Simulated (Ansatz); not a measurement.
```yaml
crystal:
  periodic: [false, false, false]
  atoms:
    - {symbol: F, position_ang: [0.579347, -1.121628, 0.053362]}
    - {symbol: Si, position_ang: [-0.750260, -0.410252, -0.333116]}
    - {symbol: Cl, position_ang: [-0.101790, 1.501553, 0.153938]}
basis:
  gaussian: {orbitals: pcseg-2}
magnetization: {spin_polarized: true, initial_magnetization: 0}
hamiltonian: {xc: {name: wB97X-V}, pseudopotentials: {relativity: scalar}}
relax: {f_tol: 0.0001, max_steps: 3}
```

```sh
$ ansatz run in.yaml --threads 2 --pin off --events-out ev --progress --plain --max-ram 22528MiB --backend cpu
```

Problem. How does Ansatz answer? (Best estimate.)

Solution. Computed: No converged result was reached.
```
Functional definition: wB97X-V
683 factors; their error is unknown
127 factors; integrals over basis functions are off by at most 3.8e-5 eV
mean field evaluation 1: about -23166.7189 eV, gradient 2.4e1 eV
mean field evaluation 2: about -23166.4156 eV, gradient 2.9e1 eV
mean field evaluation 4: about -23168.6461 eV, gradient 7.9e-1 eV
mean field evaluation 8: about -23168.7165 eV, gradient 8.1e-2 eV
mean field evaluation 16: about -23168.7165 eV, gradient 5.0e-5 eV
mean field -23168.71651261 eV, -851.4346275185 hartree, gradient 5.0e-5 eV, S^2 0.000000; 0 other end points of the search recorded, 0 dependent functions left out
reference -23168.71651117 eV, -851.4346274655 hartree; 20, 20 occupied and 78, 78 virtual orbitals, 683 factors
relax step   1: F+E_penalty+E_count = -23168.71651261 eV  Δ(F+E_penalty+E_count) = +0.000e0 eV  max|allowed force component| = 1.300e0 eV/Å  Δτ_max = 0.0000 Å  (34 SCF iters, accepted)
683 factors; their error is unknown
127 factors; integrals over basis functions are off by at most 3.8e-5 eV
mean field -23168.76610318 eV, -851.4364499380 hartree, gradient 7.6e-6 eV, S^2 0.000000; 0 other end points of the search recorded, 0 dependent functions left out
reference -23168.76610173 eV, -851.4364498848 hartree; 20, 20 occupied and 78, 78 virtual orbitals, 683 factors
relax step   2: F+E_penalty+E_count = -23168.76610318 eV  Δ(F+E_penalty+E_count) = -4.959e-2 eV  max|allowed force component| = 7.536e-1 eV/Å  Δτ_max = 0.1016 Å  (37 SCF iters, accepted)
683 factors; their error is unknown
127 factors; integrals over basis functions are off by at most 3.8e-5 eV
mean field -23168.78021247 eV, -851.4369684451 hartree, gradient 1.4e-5 eV, S^2 0.000000; 0 other end points of the search recorded, 0 dependent functions left out
reference -23168.78021103 eV, -851.4369683921 hartree; 20, 20 occupied and 78, 78 virtual orbitals, 683 factors
relax step   3: F+E_penalty+E_count = -23168.78021247 eV  Δ(F+E_penalty+E_count) = -1.411e-2 eV  max|allowed force component| = 2.778e-1 eV/Å  Δτ_max = 0.0272 Å  (36 SCF iters, accepted)
Error: geometry relaxation did not converge after 3 steps: max|allowed force component| = 2.78e-1 eV/Å (threshold 1.0e-4). Raise `relax.max_steps` over both its present limit and 3, loosen `relax.f_tol`, or start from a geometry closer to equilibrium. Where this run's directory can be resumed (`checkpoint.write`), a resume goes on for up to `relax.max_steps` more
```
